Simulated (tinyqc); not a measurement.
Worked calculation: ROHF in the sto-6g basis, for CH3, spin multiplicity 2. One step of it, computed by the program tinyqc.

Question. Iteration 1: Roothaan effective Fock matrix. With projectors Pc = D(beta) S, Po = (D(alpha) - D(beta)) S, Pv = 1 - D(alpha) S, the block xy is Px^T F Py; with Fc = (F(alpha) + F(beta))/2, the blocks are Fc for cc, oo, vv and cv, F(beta) for co and F(alpha) for ov.

F(alpha) (hartree), order 1C 1s, 1C 2s, 1C 2px, 1C 2py, 1C 2pz, 2H 1s, 3H 1s, 4H 1s:
```
[[-9.539369, -2.549864, 0.000013, 0.000000, -0.000878, -0.582802, -0.583650, -0.583650],
 [-2.549864, -0.891728, 0.000100, 0.000000, 0.004662, -0.395393, -0.395777, -0.395777],
 [0.000013, 0.000100, 0.247029, 0.000000, -0.000004, -0.152676, 0.076350, 0.076350],
 [0.000000, 0.000000, 0.000000, 0.246829, 0.000000, 0.000000, -0.132287, 0.132287],
 [-0.000878, 0.004662, -0.000004, 0.000000, 0.346867, 0.005441, 0.005445, 0.005445],
 [-0.582802, -0.395393, -0.152676, 0.000000, 0.005441, -0.024350, -0.123640, -0.123640],
 [-0.583650, -0.395777, 0.076350, -0.132287, 0.005445, -0.123640, -0.024537, -0.123732],
 [-0.583650, -0.395777, 0.076350, 0.132287, 0.005445, -0.123640, -0.123732, -0.024537]]
```

F(beta) (hartree), order 1C 1s, 1C 2s, 1C 2px, 1C 2py, 1C 2pz, 2H 1s, 3H 1s, 4H 1s:
```
[[-9.518068, -2.518021, 0.000013, 0.000000, 0.000538, -0.575193, -0.576032, -0.576032],
 [-2.518021, -0.752985, 0.000100, 0.000000, 0.032544, -0.356552, -0.356893, -0.356893],
 [0.000013, 0.000100, 0.283452, 0.000000, -0.000010, -0.143351, 0.071685, 0.071685],
 [0.000000, 0.000000, 0.000000, 0.283252, 0.000000, 0.000000, -0.124203, 0.124203],
 [0.000538, 0.032544, -0.000010, 0.000000, 1.019297, 0.009102, 0.009110, 0.009110],
 [-0.575193, -0.356552, -0.143351, 0.000000, 0.009102, -0.009189, -0.113623, -0.113623],
 [-0.576032, -0.356893, 0.071685, -0.124203, 0.009110, -0.113623, -0.009345, -0.113705],
 [-0.576032, -0.356893, 0.071685, 0.124203, 0.009110, -0.113623, -0.113705, -0.009345]]
```

D(alpha) at the start, order 1C 1s, 1C 2s, 1C 2px, 1C 2py, 1C 2pz, 2H 1s, 3H 1s, 4H 1s:
```
[[1.074451, -0.333943, 0.000024, 0.000000, 0.002376, 0.043658, 0.043692, 0.043692],
 [-0.333943, 1.472830, -0.000197, 0.000000, -0.014192, -0.176278, -0.176435, -0.176435],
 [0.000024, -0.000197, 1.254177, 0.000000, 0.000009, -0.236158, 0.118143, 0.118143],
 [0.000000, 0.000000, 0.000000, 1.254556, 0.000000, 0.000000, -0.204746, 0.204746],
 [0.002376, -0.014192, 0.000009, 0.000000, 1.000467, 0.007245, 0.007256, 0.007256],
 [0.043658, -0.176278, -0.236158, 0.000000, 0.007245, 0.065619, -0.001082, -0.001082],
 [0.043692, -0.176435, 0.118143, -0.204746, 0.007256, -0.001082, 0.065720, -0.001110],
 [0.043692, -0.176435, 0.118143, 0.204746, 0.007256, -0.001082, -0.001110, 0.065720]]
```

D(beta) at the start, order 1C 1s, 1C 2s, 1C 2px, 1C 2py, 1C 2pz, 2H 1s, 3H 1s, 4H 1s:
```
[[1.074376, -0.333613, 0.000024, 0.000000, 0.011030, 0.043666, 0.043701, 0.043701],
 [-0.333613, 1.471376, -0.000197, 0.000000, -0.052300, -0.176316, -0.176473, -0.176473],
 [0.000024, -0.000197, 1.254177, 0.000000, 0.000018, -0.236158, 0.118143, 0.118143],
 [0.000000, 0.000000, 0.000000, 1.254556, 0.000000, 0.000000, -0.204746, 0.204746],
 [0.011030, -0.052300, 0.000018, 0.000000, 0.001860, 0.006262, 0.006271, 0.006271],
 [0.043666, -0.176316, -0.236158, 0.000000, 0.006262, 0.065618, -0.001083, -0.001083],
 [0.043701, -0.176473, 0.118143, -0.204746, 0.006271, -0.001083, 0.065719, -0.001111],
 [0.043701, -0.176473, 0.118143, 0.204746, 0.006271, -0.001083, -0.001111, 0.065719]]
```

overlap S, order 1C 1s, 1C 2s, 1C 2px, 1C 2py, 1C 2pz, 2H 1s, 3H 1s, 4H 1s:
```
[[1.000000, 0.243228, 0.000000, 0.000000, 0.000000, 0.054835, 0.054916, 0.054916],
 [0.243228, 1.000000, 0.000000, 0.000000, 0.000000, 0.451045, 0.451401, 0.451401],
 [0.000000, 0.000000, 1.000000, 0.000000, 0.000000, 0.441729, -0.220915, -0.220915],
 [0.000000, 0.000000, 0.000000, 1.000000, 0.000000, 0.000000, 0.382792, -0.382792],
 [0.000000, 0.000000, 0.000000, 0.000000, 1.000000, -0.013317, -0.013331, -0.013331],
 [0.054835, 0.451045, 0.441729, 0.000000, -0.013317, 1.000000, 0.117950, 0.117950],
 [0.054916, 0.451401, -0.220915, 0.382792, -0.013331, 0.117950, 1.000000, 0.117997],
 [0.054916, 0.451401, -0.220915, -0.382792, -0.013331, 0.117950, 0.117997, 1.000000]]
```

Give: effective F.

Answer.

effective F (hartree), order 1C 1s, 1C 2s, 1C 2px, 1C 2py, 1C 2pz, 2H 1s, 3H 1s, 4H 1s:
```
[[-9.5287, -2.5339, 0.0000, 0.0000, 0.0008, -0.5790, -0.5798, -0.5798],
 [-2.5339, -0.8220, 0.0001, 0.0000, 0.0229, -0.3759, -0.3762, -0.3762],
 [0.0000, 0.0001, 0.2652, 0.0000, 0.0000, -0.1480, 0.0740, 0.0740],
 [0.0000, 0.0000, 0.0000, 0.2650, 0.0000, 0.0000, -0.1282, 0.1282],
 [0.0008, 0.0229, 0.0000, 0.0000, 0.6828, 0.0092, 0.0093, 0.0093],
 [-0.5790, -0.3759, -0.1480, 0.0000, 0.0092, -0.0168, -0.1186, -0.1186],
 [-0.5798, -0.3762, 0.0740, -0.1282, 0.0093, -0.1186, -0.0169, -0.1187],
 [-0.5798, -0.3762, 0.0740, 0.1282, 0.0093, -0.1186, -0.1187, -0.0169]]
```
